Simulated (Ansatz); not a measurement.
Job for Ansatz (a quantum-chemistry and plane-wave program): R-r2SCAN/def2-TZVPP on ammonia (SMILES N), atoms moved off the minimum.

Ansatz 0.2 input:
```yaml
crystal:
  periodic: [false, false, false]
  atoms:
    - {symbol: N, position_ang: [0.05133620, 0.00684887, 0.04538082]}
    - {symbol: H, position_ang: [-0.48990299, -0.74092656, -0.14861394]}
    - {symbol: H, position_ang: [-0.35746412, 0.89582453, -0.16139267]}
    - {symbol: H, position_ang: [1.02604184, -0.11491944, -0.29648963]}
basis:
  gaussian:
    orbitals: def2-TZVPP
hamiltonian:
  xc: {name: r2SCAN}
scf: {lower_state_search: off}
output: {forces: true}
```

Program output:

```
WARN ansatz: RAYON_NUM_THREADS=1 ignored (pool sized by the plan → 1); use --threads N
Functional definition: r2SCAN
these checks for a lower state are left out or cut short: stability, starts, cluster_reference, orbital_swaps, neighbouring_geometries, increment
integrals: 0.01 GiB planned
332 factors; their error is unknown
mean field: 0.12 GiB planned
mean field evaluation 1: about -1531.3984 eV, gradient 6.3e1 eV
mean field evaluation 2: about -1522.5177 eV, gradient 8.5e1 eV
mean field evaluation 4: about -1538.5618 eV, gradient 4.1e-1 eV
mean field evaluation 8: about -1538.5593 eV, gradient 1.9e-1 eV
mean field evaluation 16: about -1538.5593 eV, gradient 1.5e-5 eV
mean field -1538.55932280 eV, -56.5410122399 hartree, gradient 6.8e-6 eV, S^2 0.000000; 0 other end points of the search recorded, 0 dependent functions left out
the calculation of the forces begins
reference -1538.55932902 eV, -56.5410124686 hartree; 5, 5 occupied and 68, 68 virtual orbitals, 332 factors
Total energy: -1538.55932902 eV, -56.5410124686 hartree
Atom 0 at     0.051336     0.006849     0.045381 Å, force     3.545042     2.178764     1.000069 eV/Å
Atom 1 at    -0.489903    -0.740927    -0.148614 Å, force    -2.078298    -2.608975    -0.934483 eV/Å
Atom 2 at    -0.357464     0.895825    -0.161393 Å, force     0.013076     0.061792    -0.335763 eV/Å
Atom 3 at     1.026042    -0.114919    -0.296490 Å, force    -1.479820     0.368420     0.270177 eV/Å
Dipole moment:    -0.012097     0.001234    -0.236529 e Å
Checks for a lower state left out: stability, starts, cluster_reference, orbital_swaps, neighbouring_geometries, increment
```

The calculation finished and met its thresholds.

Cost: around 0.8 core-seconds (rough).
